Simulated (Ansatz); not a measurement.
`[AlH2][SiH2]S` + H₂O → `O[SiH2][AlH2]` + H₂S at 400 K and 1 bar (formal hydrolysis of the Si–S bond).

Program: Ansatz. Geometries: PBE0-D4/def2-TZVP. ΔE: electronic, gas phase. CCSD(T)/CBS adds triple-zeta CCSD(T) − MP2 to the extrapolated MP2 energy (def2 sets, frozen cores). This one scheme is used for every species. One conformer a species, not always the lowest.

```
        species  CCSD(T)/CBS energy (Eh)  H − E (kJ/mol)  S (J/(mol·K))
`[AlH2][SiH2]S`               -931.87373           135.2          372.8
            H₂O                -76.37941            69.8          198.6
`O[SiH2][AlH2]`               -609.28590           144.9          354.1
            H₂S               -398.97279            53.4          215.9
```

H − E and S are ideal-gas, rigid-rotor, harmonic terms from PBE0-D4/def2-TZVP, for one conformer and one mirror image of each species. 1 Eh = 2625.50 kJ/mol, R = 8.31446 J/(mol·K).

Q: By hand: ΔE, ΔH, ΔS and ΔG.

A: ΔE = (-609.28590) + (-398.97279) − (-931.87373) − (-76.37941) = -0.00555 Eh = -14.6 kJ/mol. Δ(H − E) = 144.9 + 53.4 − 135.2 − 69.8 = -6.7, so ΔH = -21.3 kJ/mol. ΔS = 354.1 + 215.9 − 372.8 − 198.6 = -1.4 J/(mol·K). ΔG = -21.3 − 400 × (-1.4)/1000 = -20.7 kJ/mol.

Q: By hand: the equilibrium constant, and the temperature at which ΔG would vanish if ΔH and ΔS stayed fixed.

A: log₁₀ K = −ΔG/(RT ln 10) = 2.7. ΔG = 0 at ΔH/ΔS = 15214 K, far beyond where these terms or the molecules hold.

The number of gas molecules stays the same, so ΔS is small and ΔH decides. A doubt of 5 kJ/mol in ΔE shifts log₁₀ K by 0.7 here. Other conformers and mirror images would add mixing entropy, several J/(mol·K) or more a flexible species. These are equilibria of isolated gas molecules and say nothing of rates. Largest T1 diagnostic: 0.012 (customary marks: 0.02 for closed shells, 0.045 for open ones).
